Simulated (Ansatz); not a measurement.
Basis-set extrapolation for `C=C(N)S` (PBE0-D4/def2-TZVP geometry, frozen core, Ansatz 0.2.0). Multiplicity 1, RHF reference.

|  | def2-TZVPP | def2-QZVPP |
| --- | --- | --- |
| HF | -530.665455 | -530.683056 |
| MP2 correlation | -0.717122 | -0.769109 |
| CCSD(T) correlation | -0.787775 | not run |

Energies in hartree. Use E(X) = E(∞) + A·exp(−7.88·√X) for Hartree–Fock and E(X) = E(∞) + B·X^(−2.97) for correlation, with X = 3 and 4, and add CCSD(T) minus MP2 of the smaller set to the MP2 limit.

Problem. What is the CCSD(T) energy at the basis-set limit?

Solution. HF limit: -530.683056 + (-0.017601) × 0.13774 = -530.68548. MP2 limit: -0.769109 + (-0.051987) × 0.74074 = -0.80762. Higher-order term: -0.787775 − (-0.717122) = -0.07065. Total: -531.56375 hartree, 290.2 kJ/mol below CCSD(T)/def2-TZVPP.
